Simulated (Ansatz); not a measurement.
A run of Ansatz (development build ahead of 0.2.0) on singlet H₂O at this shape:

```xyz
3

O     0.0000    0.0000    0.0987
H     0.0000    0.7238   -0.4668
H     0.0000   -0.7238   -0.4668
```

Its results:

| Property | Result |
| --- | --- |
| Converged | yes |
| Reference energy | -76.05643 hartree |
| Correlation energy | -0.25876 hartree |
| Total energy | -76.31520 hartree |
| Spin squared of the determinant | 0.000 |
| Stability test | minimum among restricted orbitals |
| Occupied orbitals by symmetry in an Abelian subgroup (alpha; beta) | 3 A1 1 B1 1 B2; 3 A1 1 B1 1 B2 |

Forces (eV/Å):
```csv
atom,Fx,Fy,Fz
O1,0.000,0.000,2.828
H2,0.000,2.002,-1.414
H3,0.000,-2.002,-1.414
```

Question: Which input gives this output? Name the method, the orbitals and the basis set, and write the input.

Answer: RHF-MP2 in cc-pVTZ. An unrestricted run that stays on the closed shell gives the same numbers.

```yaml
crystal:
  periodic: [false, false, false]
  atoms:
    - { symbol: O, position_ang: [0.0, 0.0, 0.09874] }
    - { symbol: H, position_ang: [0.0, 0.72384, -0.46679] }
    - { symbol: H, position_ang: [0.0, -0.72384, -0.46679] }
basis:
  gaussian: { orbitals: cc-pVTZ }
hamiltonian:
  xc: hf
correlation:
  method: mp2
  frozen_orbitals: { H: 0, O: 1 }
output:
  forces: true
```
